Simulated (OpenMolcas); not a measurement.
# doublet H2O+: a chain of runs

We compute the energy (ROHF/3-21G), then the energy (CASSCF(3,3)/3-21G), then the energy (CASPT2(3,3)/3-21G), then a single-point energy (SC-NEVPT2(3,3)/3-21G), then the energy (MRCI(3,3)/3-21G) of doublet H2O+. 

The results are computed with OpenMolcas 26.06.

1 further run of the same task is left out (set aside as unsound or not needed).

### Step 1. Starting point

The species is H2O+ (3 atoms), meant as a doublet with charge +1. As SMILES of the parent species, `O`. Geometry: relaxed at PBE0-D4/def2-TZVP. That shape belongs to the parent species and isn't relaxed for this state.

Bond lengths: O1–H2 0.960 Å, O1–H3 0.960 Å. Angles: H2–O1–H3 105.1°.

### Step 2. The energy at ROHF/3-21G (run 1)

mol.xyz reads:

```xyz
3

O     -0.302700     0.200200    -0.140600
H      0.466500     0.548400     0.315300
H     -0.163800    -0.748600    -0.174700
```

step1.inp reads:

```
&gateway
  baslib = $CurrDir
  coord = mol.xyz
  basis = 3-21G
  group = NoSym

&seward

&scf
  uhf
  charge = 1
  spin = 2
  scramble = 0.25
  prorbitals = 1 1

&rasscf
  fileorb = $Project.UnaOrb
  spin = 2
  nactel = 1 0 0
  inactive = 4
  ras2 = 1
  outorbitals = Canonical
  orblisting = Nothing
```

The basis set 3-21G is read from a file made from the Basis Set Exchange's data (not shown).

Run with:

```
$ export MOLCAS_MEM=1860
$ pymolcas step1.inp > step1.log
```

Standard output, cut to the lines that bear on the results:

```text
--- Start Module: gateway ---
[...]
--- Stop Module: gateway /rc=_RC_ALL_IS_WELL_ ---
[...]
      Basis functions           13
[...]
--- Start Module: scf ---
[...]
       Convergence after  16 Iterations
[...]
::    Total SCF energy                                -75.1990830414
[...]
      Total spin, S                                     0.5023601784
[...]
--- Stop Module: scf /rc=_RC_ALL_IS_WELL_ ---
--- Start Module: rasscf ---
[...]
      Number of active orbitals                  1
[...]
      Spin quantum number                      0.5
[...]
      Active orbitals                            1
[...]
      Number of CSFs                             1
[...]
      Number of root(s) required                 1
[...]
      Convergence after  5 iterations
[...]
      printout of CI-coefficients larger than  0.05 for root  1
      energy=     -75.197093
      conf/sym  1     Coeff  Weight
             1  u   1.00000 1.00000
      Natural orbitals and occupation numbers for root  1
      sym 1:   1.000000
      ************************************************************************************************************************
      *                                                    Final results                                                     *
[...]
::    RASSCF root number  1 Total energy:    -75.19709255
[...]
      Total electronic charge=    9.000000
      Total            charge=    1.000000
[...]
      Dipole Moment (debye):
      Origin of the operator (angstrom)=   -0.2519    0.1666   -0.1170
                   X=  2.3336E+00               Y= -1.5434E+00               Z=  1.0839E+00           Total=  3.0004E+00
      Center of Charge (angstrom)
[...]
--- Stop Module: rasscf /rc=_RC_ALL_IS_WELL_ ---
[...]
```

It took 2.4 s on 1 thread of Arm Neoverse V1, shared host; peak memory 0.37 GiB.

### Step 3. The energy at CASSCF(3,3)/3-21G (run 2)

mol.xyz is that of step 2.

step2.inp reads:

```
&GATEWAY
BASLIB
$CurrDir
COORD
mol.xyz
BASIS
3-21G
GROUP
NoSym
&SEWARD
&RASSCF
FILEORB
$CurrDir/step1.RasOrb
SPIN
2
NACTEL
3 0 0
INACTIVE
3
RAS2
3
ORBLISTING
Nothing
ORBAPPEAR
Compact
```

The basis set 3-21G is read from a file made from the Basis Set Exchange's data (not shown).

Run with:

```
$ export MOLCAS_MEM=1860
$ pymolcas step2.inp > step2.log
```

Standard output, cut to the lines that bear on the results:

```text
--- Start Module: gateway ---
[...]
--- Stop Module: gateway /rc=_RC_ALL_IS_WELL_ ---
--- Start Module: seward ---
[...]
      Basis functions           13
--- Stop Module: seward /rc=_RC_ALL_IS_WELL_ ---
--- Start Module: rasscf ---
[...]
      Number of active orbitals                  3
[...]
      Spin quantum number                      0.5
[...]
      Active orbitals                            3
[...]
      Number of CSFs                             8
[...]
      Number of root(s) required                 1
[...]
      Convergence after 43 iterations
[...]
      printout of CI-coefficients larger than  0.05 for root  1
      energy=     -75.218450
      conf/sym  111     Coeff  Weight
             1  2u0   0.99514 0.99030
             8  0u2   0.09153 0.00838
      Natural orbitals and occupation numbers for root  1
      sym 1:   1.981927   1.000000   0.018073
      ************************************************************************************************************************
      *                                                    Final results                                                     *
[...]
::    RASSCF root number  1 Total energy:    -75.21845006
[...]
      Total electronic charge=    9.000000
      Total            charge=    1.000000
[...]
      Dipole Moment (debye):
      Origin of the operator (angstrom)=   -0.2519    0.1666   -0.1170
                   X=  2.2487E+00               Y= -1.5841E+00               Z=  1.0333E+00           Total=  2.9383E+00
      Center of Charge (angstrom)
[...]
--- Stop Module: rasscf /rc=_RC_ALL_IS_WELL_ ---
[...]
```

Run time: 2.5 s. Hardware: 1 thread of Arm Neoverse V1, shared host; peak memory 0.37 GiB.

### Step 4. The energy at CASPT2(3,3)/3-21G (run 3)

mol.xyz is that of step 3.

step3.inp reads:

```
&GATEWAY
BASLIB = $CurrDir
COORD = mol.xyz
BASIS = 3-21G
GROUP = NoSym
&SEWARD
&RASSCF
FILEORB = $CurrDir/step2.RasOrb
SPIN = 2
NACTEL = 3 0 0
INACTIVE = 3
RAS2 = 3
ORBLISTING = Nothing
ORBAPPEAR = Compact
&CASPT2
IMAGINARY = 0.1
FROZEN = 1
```

The basis set 3-21G is read from a file made from the Basis Set Exchange's data (not shown).

Run with:

```
$ export MOLCAS_MEM=1860
$ pymolcas step3.inp > step3.log
```

Standard output, cut to the lines that bear on the results:

```text
--- Start Module: gateway ---
[...]
--- Stop Module: gateway /rc=_RC_ALL_IS_WELL_ ---
[...]
      Basis functions           13
[...]
--- Start Module: rasscf ---
[...]
      Number of active orbitals                  3
[...]
      Spin quantum number                      0.5
[...]
      Active orbitals                            3
[...]
      Number of CSFs                             8
[...]
      Number of root(s) required                 1
[...]
      Convergence after  4 iterations
[...]
      printout of CI-coefficients larger than  0.05 for root  1
      energy=     -75.218450
      conf/sym  111     Coeff  Weight
             1  2u0   0.99514 0.99030
             8  0u2   0.09153 0.00838
      Natural orbitals and occupation numbers for root  1
      sym 1:   1.981927   1.000000   0.018073
      ************************************************************************************************************************
      *                                                    Final results                                                     *
[...]
::    RASSCF root number  1 Total energy:    -75.21845006
[...]
      Total electronic charge=    9.000000
      Total            charge=    1.000000
[...]
      Dipole Moment (debye):
      Origin of the operator (angstrom)=   -0.2519    0.1666   -0.1170
                   X=  2.2487E+00               Y= -1.5841E+00               Z=  1.0333E+00           Total=  2.9383E+00
      Center of Charge (angstrom)
[...]
--- Stop Module: rasscf /rc=_RC_ALL_IS_WELL_ ---
--- Start Module: caspt2 ---
[...]
 ###    WARNING: User changed nr of frozen orbitals.                         ###
 ###############################################################################
[...]
      E2 (Variational):          -0.0756543720
      Total energy:             -75.2941044297
[...]
      Reference weight:           0.98264
[...]
::    CASPT2 Root  1     Total energy:    -75.29410443
[...]
--- Stop Module: caspt2 /rc=_RC_ALL_IS_WELL_ ---
[...]
```

Wall time 1.8 s (1 thread of Arm Neoverse V1, shared host); peak memory 0.37 GiB.

### Step 5. The energy at SC-NEVPT2(3,3)/3-21G (run 4)

mol.xyz is that of step 4.

step4.inp reads:

```
* H2O NEVPT2
&gateway
baslib=$CurrDir
coord=mol.xyz
basis=3-21G
group=NoSym
&seward
&rasscf
fileorb=$CurrDir/step2.RasOrb
spin=2
nactel=3 0 0
inactive=3
ras2=3
orblisting=Nothing
orbappear=Compact
&caspt2
sc-nevpt2
frozen=1
```

The basis set 3-21G is read from a file made from the Basis Set Exchange's data (not shown).

Run with:

```
$ export MOLCAS_MEM=1860
$ pymolcas step4.inp > step4.log
```

Standard output, cut to the lines that bear on the results:

```text
--- Start Module: gateway ---
[...]
--- Stop Module: gateway /rc=_RC_ALL_IS_WELL_ ---
[...]
      Basis functions           13
[...]
--- Start Module: rasscf ---
[...]
      Number of active orbitals                  3
[...]
      Spin quantum number                      0.5
[...]
      Active orbitals                            3
[...]
      Number of CSFs                             8
[...]
      Number of root(s) required                 1
[...]
      Convergence after  4 iterations
[...]
      printout of CI-coefficients larger than  0.05 for root  1
      energy=     -75.218450
      conf/sym  111     Coeff  Weight
             1  2u0   0.99514 0.99030
             8  0u2   0.09153 0.00838
      Natural orbitals and occupation numbers for root  1
      sym 1:   1.981927   1.000000   0.018073
      ************************************************************************************************************************
      *                                                    Final results                                                     *
[...]
::    RASSCF root number  1 Total energy:    -75.21845006
[...]
      Total electronic charge=    9.000000
      Total            charge=    1.000000
[...]
      Dipole Moment (debye):
      Origin of the operator (angstrom)=   -0.2519    0.1666   -0.1170
                   X=  2.2487E+00               Y= -1.5841E+00               Z=  1.0333E+00           Total=  2.9383E+00
      Center of Charge (angstrom)
[...]
--- Stop Module: rasscf /rc=_RC_ALL_IS_WELL_ ---
--- Start Module: caspt2 ---
[...]
 ###    WARNING: User changed nr of frozen orbitals.                         ###
 ###############################################################################
[...]
      E2 (Variational):          -0.0769129297
[...]
      E2 (Variational):          -0.0765606772
      Total energy:             -75.2950107349
[...]
      Reference weight:           0.98229
[...]
::    SC-NEVPT2 Root  1     Total energy:    -75.29501073
[...]
--- Stop Module: caspt2 /rc=_RC_ALL_IS_WELL_ ---
[...]
```

Run time: 1.8 s. Hardware: 1 thread of Arm Neoverse V1, shared host; peak memory 0.37 GiB.

### Step 6. The energy at MRCI(3,3)/3-21G (run 5)

mol.xyz is that of step 5.

step5.inp reads:

```
* H2O MRCI

&gateway
  baslib=$CurrDir
  coord=mol.xyz
  basis=3-21G
  group=NoSym

&seward

&rasscf
  fileorb=$CurrDir/step2.RasOrb
  spin=2
  nactel=3 0 0
  inactive=3
  ras2=3
  orblisting=Nothing
  orbappear=Compact

&motra
  lumorb
  frozen=1

&guga
  electrons=7
  spin=2
  inactive=2
  active=3
  ciall=1

&mrci
  sdci
```

The basis set 3-21G is read from a file made from the Basis Set Exchange's data (not shown).

Run with:

```
$ export MOLCAS_MEM=1860
$ pymolcas step5.inp > step5.log
```

Standard output, cut to the lines that bear on the results:

```text
--- Start Module: gateway ---
[...]
--- Stop Module: gateway /rc=_RC_ALL_IS_WELL_ ---
[...]
      Basis functions           13
[...]
      Number of active orbitals                  3
[...]
      Spin quantum number                      0.5
[...]
      Active orbitals                            3
[...]
      Number of CSFs                             8
[...]
      Number of root(s) required                 1
[...]
      Convergence after  4 iterations
[...]
      printout of CI-coefficients larger than  0.05 for root  1
      energy=     -75.218450
      conf/sym  111     Coeff  Weight
             1  2u0   0.99514 0.99030
             8  0u2   0.09153 0.00838
      Natural orbitals and occupation numbers for root  1
      sym 1:   1.981927   1.000000   0.018073
      ************************************************************************************************************************
      *                                                    Final results                                                     *
[...]
::    RASSCF root number  1 Total energy:    -75.21845006
[...]
      Dipole Moment (debye):
      Origin of the operator (angstrom)=   -0.2519    0.1666   -0.1170
                   X=  2.2487E+00               Y= -1.5841E+00               Z=  1.0333E+00           Total=  2.9383E+00
      Center of Charge (angstrom)
[...]
      *** WARNING: Default frozen orbitals is overwritten by user input.
      *** Default values:   1
[...]
--- Start Module: guga ---
[...]
--- Stop Module: guga /rc=_RC_ALL_IS_WELL_ ---
--- Start Module: mrci ---
[...]
       (But an ACPF correction will be computed)
       USE THE DEFAULT ACPF G-VALUE GFAC=  0.28571428571428570
[...]
                      CI ENERGY:   -75.30122615
[...]
                ACPF CORRECTION:    -0.00136972
[...]
      Total electronic charge=    9.000000
      Total            charge=    1.000000
[...]
     ACPF CORRECTION:     -0.00136972
[...]
  CI State   1     Total energy:    -75.30122615     QDav:     -0.00193039     QACPF:     -0.00136972
[...]
--- Stop Module: mrci /rc=_RC_ALL_IS_WELL_ ---
[...]
```

It took 1.9 s on 1 thread of Arm Neoverse V1, shared host; peak memory 0.37 GiB.

### Step 7. What came out

| quantity | value |
| --- | --- |
| run 1, ROHF/3-21G: total energy | -75.19709 Eh |
| run 2, CASSCF(3,3)/3-21G | no result (a known fault or a wrong state: its values are left out) |
| run 3, CASPT2(3,3)/3-21G | no result (a known fault or a wrong state: its values are left out) |
| run 4, SC-NEVPT2(3,3)/3-21G | no result (a known fault or a wrong state: its values are left out) |
| run 5, MRCI(3,3)/3-21G | no result (a known fault or a wrong state: its values are left out) |

**Reading.** 4 of the 5 runs ended normally but are set aside, since settings or state are in doubt.
